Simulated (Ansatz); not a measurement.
in.yaml

```yaml
crystal:
  periodic: [false, false, false]
  atoms:
    - {symbol: B, position_ang: [0.638980, 0.000000, 0.751595]}
    - {symbol: Be, position_ang: [-0.783630, 0.000000, -0.713864]}
    - {symbol: H, position_ang: [0.152991, 0.000000, -1.678696]}
basis:
  gaussian: {orbitals: 6-31G}
magnetization: {spin_polarized: true, initial_magnetization: 0}
correlation: {method: ccsdt_q, electrons: outside_noble_gas}
```

```sh
$ ansatz run in.yaml --threads 1 --pin off --events-out ev --progress --plain --max-ram 2393MiB
```

Log:

```
461 factors; integrals over basis functions are off by at most 1.6e-7 eV
mean field evaluation 1: about -1077.6886 eV, gradient 8.1e0 eV
mean field evaluation 2: about -1077.6858 eV, gradient 8.1e0 eV
mean field evaluation 4: about -1079.1568 eV, gradient 1.7e0 eV
mean field evaluation 8: about -1079.2925 eV, gradient 1.5e-1 eV
mean field evaluation 16: about -1079.4315 eV, gradient 9.1e-1 eV
mean field evaluation 32: about -1079.6441 eV, gradient 4.6e-2 eV
mean field evaluation 64: about -1079.7253 eV, gradient 5.5e-1 eV
mean field evaluation 96: about -1079.3057 eV, gradient 8.2e-2 eV
mean field evaluation 128: about -1079.1830 eV, gradient 3.2e0 eV
mean field evaluation 160: about -1079.7863 eV, gradient 5.9e-2 eV
...
mean field -1079.78673605 eV, -39.6814306442 hartree, gradient 2.0e-6 eV, S^2 0.803153; 21 other end points of the search recorded, 0 dependent functions left out
determinant -1079.78673605 eV, -39.6814306442 hartree, with singles and doubles -1082.00224064 eV, -39.7628489361 hartree
determinant -1079.30659421 eV, -39.6637857571 hartree, with singles and doubles -1081.53901397 eV, -39.7458256700 hartree
determinant -1078.87498795 eV, -39.6479245195 hartree, with singles and doubles -1081.25621826 eV, -39.7354331193 hartree
determinant -1076.98676590 eV, -39.5785336389 hartree, with singles and doubles -1079.37923370 eV, -39.6664552091 hartree
determinant -1076.66974272 eV, -39.5668832520 hartree, with singles and doubles -1079.58181512 eV, -39.6738999390 hartree
determinant -1079.78673605 eV, -39.6814306442 hartree, with singles and doubles -1082.09764397 eV, -39.7663549436 hartree
determinant -1079.30659421 eV, -39.6637857571 hartree, with singles and doubles -1081.57746613 eV, -39.7472387607 hartree
determinant -1079.29473849 eV, -39.6633500674 hartree, with singles and doubles -1082.10636033 eV, -39.7666752640 hartree
2 core orbitals not correlated: weight in the atoms' cores, before any rotation towards them, 1.000 or more for the frozen orbitals, at most 0.000 for the correlated occupied ones
reference -1079.78673605 eV, -39.6814306442 hartree; 3, 3 occupied and 15, 15 virtual orbitals, 461 factors
second order -1.32779941 eV of doubles, -0.00000000 eV of singles
...
cycle  34  -2.43832673 eV  change    2.7e-6 eV  update   1.1e-6
cycle  35  -2.43832583 eV  change    9.0e-7 eV  update   7.5e-7
cycle  36  -2.43832528 eV  change    5.5e-7 eV  update   5.3e-7
cycle  37  -2.43832501 eV  change    2.7e-7 eV  update   4.1e-7
cycle  38  -2.43832471 eV  change    3.0e-7 eV  update   3.3e-7
cycle  39  -2.43832431 eV  change    4.0e-7 eV  update   2.8e-7
cycle  40  -2.43832380 eV  change    5.1e-7 eV  update   2.3e-7
cycle  41  -2.43832334 eV  change    4.6e-7 eV  update   1.9e-7
cycle  42  -2.43832301 eV  change    3.3e-7 eV  update   1.4e-7
cycle  43  -2.43832294 eV  change    7.8e-8 eV  update   1.1e-7
perturbative correction -0.01208729 eV, -0.0004441995 hartree
Total energy: -1082.23714627 eV, -39.7714815589 hartree
```

The determinant's ⟨S²⟩ is 0.80 against 0.00 for a pure state. The T1 diagnostic is 0.168.

For the same geometry and basis full CI lies 3.2 meV lower. RHF is unstable: UHF (⟨S²⟩ = 0.80) lies 0.49 eV below the lowest RHF solution. Higher spins weren't run at this geometry and may lie near or lower.

Ran on 1 thread of Arm Neoverse V1, shared host: 3.5 s wall, 0.08 GiB peak host memory.
